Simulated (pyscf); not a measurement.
# Multi-bond step: H₃C–GeH₃ (SMILES [CH3][GeH3]) + H₂ (SMILES [H][H]) → H₃C–GeH: (SMILES [CH3][GeH]) [singlet] + H₂ (SMILES [H][H]) + H₂ (SMILES [H][H])

Gas phase, singlet surface, charge 0. Bonds broken: Ge2–H6, Ge2–H8, H9–H10. Bonds formed: H6–H10, H8–H9. Single points on ωB97X-D3(BJ)/def2-SVP structures (PySCF, gas phase).

Transition state (Å):

```xyz
10

C     -1.6049    -1.0119     0.0913
Ge     0.0777    -0.0134     0.3118
H     -1.4026    -1.9980    -0.3579
H     -2.3114    -0.4632    -0.5501
H     -2.0727    -1.1871     1.0740
H     -0.6863     1.6977     0.2640
H      0.8608    -1.0190     1.2513
H      0.0885     0.7556    -1.3984
H     -0.5695     1.4354    -1.5217
H     -0.9991     1.9579    -0.5991
```

One imaginary mode, 1677i cm⁻¹; descent along it reached the two sides named.

```csv
bond,change,reactant side (Å),saddle,product side
Ge2–H6,breaks,1.539,1.875,2.179
Ge2–H8,breaks,1.539,1.875,3.2
H9–H10,breaks,0.760,1.144,4.1
H6–H10,forms,3.1,0.954,0.779
H8–H9,forms,3.1,0.954,0.760
```

Electronic energies relative to the separated reactants (kJ/mol):

```csv
level,barrier,reaction energy,reverse barrier
ωB97X-D3(BJ)/def2-TZVP,328.8,+191.5,137.3
PBE/def2-TZVP,269.5,+174.6,94.9
r²SCAN/def2-TZVP,294.9,+193.0,101.9
B3LYP-D3(BJ)/def2-TZVP,297.1,+169.4,127.8
PBE0-D3(BJ)/def2-TZVP,297.9,+191.9,106.0
M06-2X/def2-TZVP,328.0,+172.3,155.7
ωB97M-D3(BJ)/def2-TZVP,317.7,+175.6,142.2
HF/def2-TZVP,430.3,+184.0,246.3
```

With ωB97M-D3(BJ)/def2-TZVP energies and thermal terms (ideal gas, 1 atm, RRHO with modes under 100 cm⁻¹ raised to 100, one conformer, R ln 2 for chiral ones without a mode under 150 cm⁻¹), in kJ/mol:

```
T (K)    ΔH‡    ΔG‡      ΔH      ΔG
-----  -----  -----  ------  ------
298    310.6  340.2  +161.1  +121.0
600    308.7  371.1  +164.3   +78.9
900    309.5  402.2  +164.0   +36.1
1200   311.4  432.8  +161.9    -6.2
```

This is the saddle that the search found; another between the same sides may lie lower. Elements up to Kr have no core potential and no relativistic terms here.
